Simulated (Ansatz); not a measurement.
System: hcp Co. Method: RPBE (Ansatz, a first-principles code, plane waves, PAW).

Run with plane-wave cutoff 520 eV, 30×30×16 k mesh (along the axes of the cell as run), Fermi–Dirac smearing 0.04 eV (set by the program), spin-polarised with parallel moments, scalar-relativistic PAW data made under PBE.

Computed at the level's own relaxed cell.

Hill averages of the elastic tensor: K = 191.1 GPa, G = 93.5 GPa. Volume 11.165 Å³/atom, mean atomic mass 58.933 u.

Problem. Work out the density, the sound velocities of a polycrystal and the elastic Debye temperature, and Pugh's ratio at this level.

Solution. ρ = 1.66054 × 58.933/11.165 = 8.765 g/cm³. v_l = √[(K + 4G/3)/ρ] = 6.002 km/s and v_t = √(G/ρ) = 3.266 km/s. The mean follows from 3/v_m³ = 1/v_l³ + 2/v_t³: v_m = 3.643 km/s. Θ_D = (ħ/k_B) v_m (6π²/V)^(1/3) = 76.38 K Å s/km × 3.643 × 1.7439 Å⁻¹ = 485 K, counting all atoms of the cell. K/G = 2.04, to be set beside Pugh's rough bound of 1.75 between brittle and ductile metals.
